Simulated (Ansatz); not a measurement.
# SiH₂O+ (quartet): wave-function methods side by side, cc-pVTZ

An exercise on one series of results from a longer session: the logs are not shown, and one member is left open.

Computed with Ansatz 0.2.0, Gaussian basis. Level: cc-pVTZ, core rule «outside noble gas», up to 6 orbitals frozen.

To be run: UHF; CCSD(T) on ROHF; CCSD(T) on UHF; BCCD(T) on ROHF; CCSDT(Q) on ROHF; CCSDT(Q) on UHF.

10 further runs of the same task are left out: 4 for a known fault of the program, 6 set aside as unsound or not needed.

## The system

The geometry is a PBE0/def2-TZVP stationary point (not a proven minimum) of the parent state, kept for this charge and spin.

4 atoms, charge 1, spin multiplicity 4.

Atoms are counted from 1 here; the program's logs count them from 0.

Bond lengths: Si1–O2 1.676 Å, Si1–H3 1.466 Å, Si1–H4 1.466 Å. Angles: O2–Si1–H3 114.7°, O2–Si1–H4 114.7°, H3–Si1–H4 130.6°.

The first run:

The input, in.yaml:

```yaml
crystal:
  periodic: [false, false, false]
  atoms:
    - {symbol: Si, position_ang: [0.000000, 0.000000, 0.554993]}
    - {symbol: O, position_ang: [0.000000, 0.000000, -1.121434]}
    - {symbol: H, position_ang: [0.000000, 1.331946, 1.168229]}
    - {symbol: H, position_ang: [0.000000, -1.331946, 1.168229]}
basis:
  gaussian: {orbitals: cc-pVTZ}
total_charge: 1
magnetization: {spin_polarized: true, initial_magnetization: 3}
hamiltonian: {xc: hf}
output: {orbitals: {seedname: orbitals}}
```

Command:

```
$ ansatz run in.yaml --threads 1 --pin off --events-out ev --progress --plain --max-ram 2816MiB --backend cpu
```

Among the steps run: UHF; CCSD(T) on ROHF; CCSD(T) on UHF; BCCD(T) on ROHF; CCSDT(Q) on ROHF; CCSDT(Q) on UHF.

One table of the session follows, with a row left open; its other results are not shown here.

It belongs to the step «Misses and costs». 

```
   method  from RCCSDT(Q) (meV)
     ROHF               +8200.6
      UHF               +7873.6
     RMP2               +1472.5
     UMP2               +1508.0
    RCCSD                     ?
    UCCSD                +330.6
 RCCSD(T)                 +78.4
 UCCSD(T)                 +83.6
  BCCD(T)                 +66.1
   RCCSDT                 +13.1
   UCCSDT                 +10.9
RCCSDT(Q)                     0
UCCSDT(Q)                  -5.3
```

**Question.** Estimate the row for RCCSD.

The run gave: from RCCSDT(Q) (meV): +331.8. In the column «from RCCSDT(Q) (meV)» it lies between UCCSD (+330.6) and RMP2 (+1472.5).

Caveats from the session: Restricted and unrestricted rows rest on different reference determinants; where their highest levels disagree by more than a few hundredths of an eV, they describe different states and don't form one ladder.
